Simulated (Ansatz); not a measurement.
Consider the isomerisation: `FC(S)S` → `FCSS`.

Calculated with Ansatz (gas phase, PBE0-D4/def2-TZVP geometries, no zero-point term in ΔE). CCSD(T)/CBS is the MP2 limit (def2-TZVPP, def2-QZVPP) plus CCSD(T) − MP2 in def2-TZVPP, frozen cores. DFT in def2-TZVPP. Each species was taken in one conformer, which may not be the lowest.

`FC(S)S`:

```xyz
7

F     0.670    0.539    1.491
C     0.262   -0.004    0.301
S    -1.481    0.287   -0.009
S     1.257    0.811   -0.980
H     0.472   -1.073    0.339
H    -1.934   -0.647    0.848
H     0.755    0.085   -1.991
```

`FCSS`:

Cartesian coordinates in Å:
```
F 0.017 0.812 1.420
C 0.780 0.441 0.342
S -0.156 0.380 -1.182
S -1.180 -1.376 -1.005
H 1.558 1.196 0.185
H 1.219 -0.536 0.548
H -2.238 -0.918 -0.309
```

```tsv
species	ωB97X-V energy (Eh)
`FC(S)S`	-936.04093
`FCSS`	-936.05244
```

Q: Work out ΔE.

A: ΔE = (-936.05244) − (-936.04093) = -0.01151 Eh = -30.2 kJ/mol. CCSD(T)/CBS gives -29.4 kJ/mol.

Largest T1 diagnostic among the species: 0.012.

At CCSD(T), def2-SVP lies +18.4 kJ/mol from the extrapolated value and def2-TZVPP +3.5 kJ/mol. Leaving LDA and LC-ωPBE aside and taking each functional with its dispersion term where it has one, the values, not all of them listed here, spread over 5.9 kJ/mol, from PBE-D4 to ωB97X-V. LDA lies +6.7 kJ/mol from PBE without D4. In def2-TZVPP, CCSD(T) changes the Hartree–Fock value by +7.3 kJ/mol (the triples alone add +0.5 kJ/mol) and MP2 by +6.6 kJ/mol.
